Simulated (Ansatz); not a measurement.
C₂H₅FOS, SMILES `FCOCS`, relaxed with RKS PBE0-D4/def2-TZVP in Ansatz from a PBE-D4/def2-SVP geometry. The force threshold is 0.005 eV/Å; the program also tests the step.

Charge 0, multiplicity 1.

Start:

```xyz
10

F     1.103    0.028    1.849
C     0.471   -0.934    1.070
O    -0.528   -0.389    0.291
C    -0.047    0.455   -0.750
S    -1.371    0.896   -1.904
H    -0.014   -1.672    1.743
H     1.266   -1.420    0.448
H     0.720   -0.073   -1.365
H     0.421    1.369   -0.327
H    -2.021    1.739   -1.053
```

(1) How much energy does the relaxation release, and in how many steps? (An estimate is asked.)

(2) Which bonds change most? (Estimate.)

(3) Give the relaxed structure. (An estimate is asked.)

Results:

(1) Ansatz gave: 0.05 eV, in 6 steps, 1 of them rejected.

(2) Ansatz gave: C4–S5 from 1.811 to 1.788 Å; C2–H7 from 1.120 to 1.099 Å; S5–H10 from 1.363 to 1.342 Å; C2–H6 from 1.111 to 1.091 Å.

(3) The calculation gave: 
```xyz
10

F     1.085    0.020    1.845
C     0.470   -0.935    1.058
O    -0.525   -0.386    0.297
C    -0.052    0.449   -0.742
S    -1.369    0.873   -1.875
H     0.007   -1.669    1.720
H     1.261   -1.384    0.441
H     0.701   -0.079   -1.341
H     0.399    1.353   -0.331
H    -1.979    1.759   -1.072
```
